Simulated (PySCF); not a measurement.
Method: PySCF with B3LYP-D3(BJ)/def2-TZVP. Gas-phase values, no solvent. B3LYP has the VWN-RPA correlation part, as in Gaussian. 

Reference species (SMILES): `[C]#C` (neutral, multiplicity 2).

The highest occupied spin orbital comes out as -8.37 eV.

Changed species: `[CH3]` (radical fragment; the reference has radical fragment).

Q: Give the shifts of the highest occupied spin orbital.

A: the highest occupied spin orbital goes up by 1.92 eV, to -6.45 eV.
